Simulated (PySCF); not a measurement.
Species: ethylene sulfite, C2H4O3S.
Cartesian coordinates in Å at the GFN2-xTB level; atoms count from 1:
```xyz
10
C2H4O3S angstrom
O      2.7569   -0.0591   -0.4035
S      1.4998   -0.5230   -0.8909
O      0.6432   -1.1237    0.4241
C     -0.6605   -0.6237    0.4675
C     -0.5619    0.8085   -0.0776
O      0.4173    0.7584   -1.0771
H     -1.3220   -1.2312   -0.1637
H     -1.0144   -0.6553    1.4996
H     -0.2469    1.5021    0.7119
H     -1.5026    1.1518   -0.5129
```

Method used: TDDFT CAM-B3LYP/def2-SVPD, vertical, gas phase, core orbitals frozen in the response in PySCF 2.14.0, density-fitted response routines.

Ground-to-excited transition dipoles (e·a0, same axes as the geometry; the sign carries no meaning), for the states with f of 0.002 or more among the lowest 8:

```csv
state,E (eV),μx,μy,μz
S1,6.078,0.007,0.351,-0.224
S2,7.147,-0.002,-0.012,-0.198
S3,7.298,0.077,0.113,-0.099
S4,7.618,-0.447,0.042,0.064
S5,7.834,-0.188,0.215,0.450
S6,8.139,-0.079,-0.237,-0.315
S8,8.328,0.171,-0.022,-0.033
```

(1) Work out the oscillator strengths.

(2) Which bond between heavy atoms lies closest to the direction of the S5 transition dipole?

(3) What angle do the transition dipoles of S1 and S4 make?

(4) What peak molar absorption coefficient would the strongest computed level give as a lone Gaussian band 0.5 eV wide at half height?

## Answers

(1) f = (2/3) ΔE |μ|² with ΔE in hartree (27.2114 eV).

| state | \|μ\|² (au) | \|μ\| (D) | f |
| --- | --- | --- | --- |
| S1 | 0.173 | 1.06 | 0.026 |
| S2 | 0.040 | 0.51 | 0.007 |
| S3 | 0.029 | 0.43 | 0.005 |
| S4 | 0.205 | 1.15 | 0.038 |
| S5 | 0.284 | 1.35 | 0.054 |
| S6 | 0.162 | 1.02 | 0.032 |
| S8 | 0.031 | 0.45 | 0.006 |

(2) C5–O6, at 30° from it; next S2–O3 at 46°.

(3) |cos θ| = |μa·μb| / (|μa| |μb|) = 0.01, so θ ≈ 89° (taken between 0 and 90°, since the signs are arbitrary).

(4) ε(max) = 2.175×10⁸ f / FWHM, with the width in cm⁻¹. S5: 2.175×10⁸ × 0.0545 / 4033 ≈ 2900 L mol⁻¹ cm⁻¹.

One conformer stands for the species.
